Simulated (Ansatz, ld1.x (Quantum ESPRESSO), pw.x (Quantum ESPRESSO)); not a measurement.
# From atom to crystal: TM potential for titanium

ld1.x (Quantum ESPRESSO) 7.5 input, shortened:

```
&input
   title='Ti', zed=22., rel=1, dft='PW', iswitch=3,
   config='[Ar] 3d2 4s2 4p0'
 /
 &inputp
   pseudotype=2, tm=.true., lloc=-1, rcloc=2.10,
   nlcc=.false.
 /
3
4S  1  0   2.00   0.00  2.15  2.15  0.0
4P  2  1   0.00   0.00  2.80  2.80  0.0
3D  3  2   2.00   0.00  1.65  1.65  0.0
 &test
   configts(1)='3d2 4s2 4p0'
 /
```

Crystal test: fcc Ti in pw.x 7.5, no spin, 14³ k-points, Fermi–Dirac smearing 0.01 Ry, cutoffs 100/400 Ry. The lattice is a test structure that the element need not adopt, and mesh and smearing are coarse.

pw.x input:

```
&control
  calculation='scf', prefix='x', pseudo_dir='./', outdir='./tmp', tstress=.true., disk_io='none'
/
&system
  ibrav=0, nat=1, ntyp=1, ecutwfc=100, ecutrho=400, nbnd=9,
  occupations='smearing', smearing='fd', degauss=0.01
/
&electrons
  conv_thr=1e-09, mixing_beta=0.4, electron_maxstep=70
/
ATOMIC_SPECIES
Ti 1.0 Ti.UPF
CELL_PARAMETERS angstrom
  0.00000000 2.00365996 2.00365996
  2.00365996 0.00000000 2.00365996
  2.00365996 2.00365996 0.00000000
ATOMIC_POSITIONS crystal
Ti 0.0000 0.0000 0.0000
K_POINTS automatic
14 14 14 0 0 0
```

```bash
pw.x < Ti.scf.in > Ti.scf.out
```

Q: How does the run end?

A: It converges; the pressure is -10.38 GPa against 0.06 GPa from all-electron LAPW. The largest radius (2.80 bohr) exceeds half the bond length (2.68 bohr), so the spheres overlap, which is one possible source of error among others. This is a poor potential for the solid. Note: ghost state, extra bound levels that the all-electron valence spectrum of the same l lacks: s at -3.9 eV. A true bound ghost makes a file unfit for plane-wave use. Atomic configuration tests: 4 of 9 tests not solved or not reliable. The logarithmic derivative shows an extra or strongly shifted pseudo pole above the reference energy (s near -0.29 Ry). The log shows:

```
     number of electrons       =         4.00
     number of Kohn-Sham states=            9
     kinetic-energy cutoff     =     100.0000  Ry
     charge density cutoff     =     400.0000  Ry
     scf convergence threshold =      1.0E-09
     Exchange-correlation= PW
     number of k points=   104  Fermi-Dirac smearing, width (Ry)=  0.0100
     iteration #  1     ecut=   100.00 Ry     beta= 0.40
     total energy              =      -7.21674502 Ry
     estimated scf accuracy    <       0.03821581 Ry
     iteration #  2     ecut=   100.00 Ry     beta= 0.40
     total energy              =      -7.21930460 Ry
     estimated scf accuracy    <       0.00277957 Ry
     iteration #  3     ecut=   100.00 Ry     beta= 0.40
     total energy              =      -7.21999116 Ry
     estimated scf accuracy    <       0.00013662 Ry
     iteration #  4     ecut=   100.00 Ry     beta= 0.40
     total energy              =      -7.22003573 Ry
     estimated scf accuracy    <       0.00001506 Ry
     iteration #  5     ecut=   100.00 Ry     beta= 0.40
     total energy              =      -7.22003941 Ry
     estimated scf accuracy    <       0.00000036 Ry
     iteration #  6     ecut=   100.00 Ry     beta= 0.40
     total energy              =      -7.22003964 Ry
     estimated scf accuracy    <       0.00000006 Ry
     iteration #  7     ecut=   100.00 Ry     beta= 0.40
     the Fermi energy is     8.2783 ev
!    total energy              =      -7.22003966 Ry
     estimated scf accuracy    <          3.6E-10 Ry
     smearing contrib. (-TS)   =      -0.00703778 Ry
     The total energy is F=E-TS. E is the sum of the following terms:
     one-electron contribution =       4.71408491 Ry
     hartree contribution      =       0.22656089 Ry
     xc contribution           =      -2.46655675 Ry
     ewald contribution        =      -9.68709092 Ry
     convergence has been achieved in   7 iterations
          total   stress  (Ry/bohr**3)                   (kbar)     P=     -103.80
     Message from routine punch:
     Nothing written, as per user request (disk_io='none')
```
